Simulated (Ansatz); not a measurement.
We consider diamond-structure Ge, described by r²SCAN-D4 (Ansatz, a first-principles code, plane waves, PAW).

Numerical settings: plane-wave cutoff 560 eV, 10×10×10 k mesh, Fermi–Dirac smearing 0.01 eV, scalar-relativistic PAW data made under PBE.

Properties against volume:

```
V (Å³/atom)  P (GPa)  smallest gap on the k mesh (eV)
-----------  -------  -------------------------------
21.262          5.25                            0.685
21.714          3.30                            0.610
22.166          1.55                            0.538
22.619          0.00                            0.453
23.071         -1.38                            0.260
23.524         -2.61                            0.074
23.976         -3.64                            0.000
```

Measured, for comparison: band gap 0.79 eV (measured zero-point renormalisation of 52 meV added back here; inputs from Miglio et al. (2020), arXiv:2011.12765).

Spin–orbit coupling is not included.
